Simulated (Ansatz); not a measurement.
Reaction (isomerisation): `CC/C=C(/O)F` → `C/C=C(\F)OC`

Computed with Ansatz on PBE0-D4/def2-TZVP structures; ΔE is electronic, products minus reactants. CCSD(T)/CBS adds triple-zeta CCSD(T) − MP2 to the extrapolated MP2 energy (def2 sets, frozen cores). Double bonds are as drawn, so ΔE can hold a change between cis and trans. DFT in def2-TZVPP. B3LYP here is the variant with VWN-RPA as its local correlation; programs differ in this. Each species was taken in one conformer, which may not be the lowest.

Is it downhill or uphill in electronic energy at CCSD(T)/CBS, and by how much? (Best estimate.)

Ansatz gave: Uphill: ΔE = +45.5 kJ/mol.

What do these levels give: B3LYP-D4, ωB97M-V, PBE0, B3LYP, SCS-MP2/def2-QZVPP, CCSD/CBS(def2)? (Estimate.)

Computed: B3LYP-D4 38.0, ωB97M-V 43.3, PBE0 44.7, B3LYP 37.6, SCS-MP2/def2-QZVPP 45.0, CCSD/CBS(def2) 45.5 kJ/mol.

Largest T1 diagnostic among the species: 0.011.

In def2-TZVPP, CCSD(T) changes the Hartree–Fock value by +7.7 kJ/mol (the triples alone add −0.0 kJ/mol) and MP2 by +12.3 kJ/mol.
